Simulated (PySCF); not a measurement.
## Relaxation of singlet S₂S₂

All numbers come from PBE0 in PySCF with S def2-TZVP; no relativity; density-fitted integrals. A (50,194) grid was used.

A hand-made rhombic ring start, of D2h symmetry, held to at least that symmetry:

Coordinates in bohr (charge 0 multiplicity 1):
```
S     2.8142    0.0000    0.0000
S    -2.8142    0.0000    0.0000
S     0.0000    3.0179    0.0000
S     0.0000   -3.0179    0.0000
```

Optimiser trace:
```json
{"step": "0", "E − E(last) (kJ/mol)": "18.82", "largest gradient (Eh/bohr)": "0.03470"}
{"step": "1", "E − E(last) (kJ/mol)": "1.89", "largest gradient (Eh/bohr)": "0.01166"}
{"step": "2", "E − E(last) (kJ/mol)": "0.06", "largest gradient (Eh/bohr)": "0.00202"}
{"step": "3", "E − E(last) (kJ/mol)": "0.00", "largest gradient (Eh/bohr)": "0.00022"}
{"step": "4", "E − E(last) (kJ/mol)": "0.00", "largest gradient (Eh/bohr)": "0.00004"}
```

It ends at D4h with S–S 2.110 Å (×4); S–S–S 90.0° (×4). A frequency run shows 1 imaginary mode, down to 170i cm⁻¹, so it is a saddle point. Other isomers or separated fragments may lie lower.

Final geometry:
```xyz
4
charge 0 multiplicity 1, angstrom
S     1.4918    0.0000    0.0000
S    -1.4918    0.0000    0.0000
S     0.0000    1.4918    0.0000
S     0.0000   -1.4918    0.0000
```

The relaxation took 9 s on 4 threads of a shared Arm Neoverse V1 host, with 148 basis functions and 5 gradients; the process peaked at 0.8 GiB. Launch command: `OMP_NUM_THREADS=4 python axn.py task.json out`.
